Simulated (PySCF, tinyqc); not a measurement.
A ladder of methods, and size consistency: correlation methods against full CI in the sto-3g basis, for HF, spin multiplicity 1. Computed by the program tinyqc with PySCF. All electrons correlated; +Q is the Davidson correction (1 - c0^2) E_corr. The last columns treat two copies 100 angstrom apart as one system. FCI is the lowest singlet.

Geometry (angstrom):
```
atom       x       y       z
F     0.0000  0.0000  0.0000
H     0.0000  0.0000  1.2520
```

RHF energy of one = -98.505592 hartree

Correlation energies (hartree):
```
method   E_corr of one  share of FCI (%)  E_corr of two at 100 angstrom  two minus twice one (mhartree)
MP2           -0.03679            58.988                       -0.07359                           0.000
CISD          -0.06237           100.000                       -0.11797                           6.772
CISD+Q        -0.06616           106.069                       -0.13013                           2.191
CCSD          -0.06237           100.000                       -0.12475                           0.000
CCSD(T)       -0.06237           100.000                       -0.12475                           0.000
FCI           -0.06237           100.000                              -                               -
```

What does the comparison show, and why?

MP2 recovers 59 %, CISD 100.0 % and CCSD 100.0 % of the FCI value (c0^2 = 0.939 in CISD). MP2 and coupled cluster are size consistent, so their last column vanishes; CISD loses 6.77 mhartree, since a double excitation on each copy is a quadruple of the pair, and the Davidson correction leaves +2.19. With two electrons, or one virtual orbital, CISD and CCSD are exact for one copy, so +Q overshoots there. The restricted reference is unstable here: a spin-polarised solution lies 0.0026 hartree lower (PySCF), so results built on it describe a poor reference.
